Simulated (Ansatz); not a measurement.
# C2H4OS (thioacetic acid): the vertical ionisation energy from total energies

C2H4OS has 8 atoms, charge 0, and is taken as a singlet. As SMILES, `CC(=O)S`. The coordinates come from a PBE0-D4/def2-TZVP relaxation. This is one conformer, not always the lowest.

```xyz
8

C     0.0094    1.0552   -0.0019
C     0.2786   -0.4120   -0.1776
O     1.1551   -0.8609   -0.8579
S    -0.8805   -1.4407    0.7176
H     0.9279    1.6110   -0.1850
H    -0.3842    1.2806    0.9899
H    -0.7380    1.3591   -0.7400
H    -0.3684   -2.5923    0.2549
```

Both states at this one shape; open shells run unrestricted unless said. 1 Eh = 27.2114 eV.

| level | program | singlet C2H4OS (Eh) | doublet C2H4OS+ (Eh) |
| --- | --- | --- | --- |
| r2SCAN/def2-SVP | Ansatz | -551.689181 | -551.327487 |
| B3LYP/6-31G* (Cartesian functions) | Ansatz | -552.034159 | -551.673028 |
| PBE-QIDH/def2-SVP, 8 core orbitals frozen | Ansatz | -551.319577 | -550.948052 |
| CCSD/def2-SVP, 8 core orbitals frozen | Ansatz | -550.840406 | -550.481861 |

Problem. Work out the vertical ionisation energy at each level.

Solution. 
1. r2SCAN/def2-SVP: -551.327487 − (-551.689181) = 0.361694 Eh = 9.84 eV.
2. B3LYP/6-31G* (Cartesian functions): -551.673028 − (-552.034159) = 0.361131 Eh = 9.83 eV.
3. PBE-QIDH/def2-SVP: -550.948052 − (-551.319577) = 0.371525 Eh = 10.11 eV.
4. CCSD/def2-SVP: -550.481861 − (-550.840406) = 0.358545 Eh = 9.76 eV.

No measured value is set beside it here; the levels span 9.76 to 10.11 eV.
